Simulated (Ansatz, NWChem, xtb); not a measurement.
**Ligand exchange: F2 + SiH4 → SiH3F + HF**

Species: F2 (fluorine), singlet; SiH4 (silane) `[SiH4]`, singlet; SiH3F `F[SiH3]`, singlet; HF (hydrogen fluoride), singlet. The partners trade F for SiH3: F–F and H–SiH3 bonds give way to F–SiH3 and H–F.

Shapes, held fixed at every level: PBE0-D4/def2-TZVP. Programs: Ansatz 0.2.0, NWChem 7.3.0, xtb 6.7.1. Electronic energies: no zero-point or thermal term.

| level | kind | ΔE (kJ/mol) |
| --- | --- | --- |
| GFN2-xTB | semi-empirical | -518.1 |
| HF/STO-3G | Hartree–Fock | -188.6 |
| HF/3-21G | Hartree–Fock | -531.4 |
| HF/def2-SVP | Hartree–Fock | -682.1 |
| PBE0/def2-SVP | global hybrid | -608.3 |
| B3LYP/6-31G* (spherical functions) | global hybrid | -573.9 |

B3LYP/6-31G* (spherical functions) gives ΔE = -573.9 kJ/mol; the levels span -682.1 to -188.6. The median of the levels is -552.6. No measured value is set beside it here. Rows in sets without polarisation functions are far from converged.
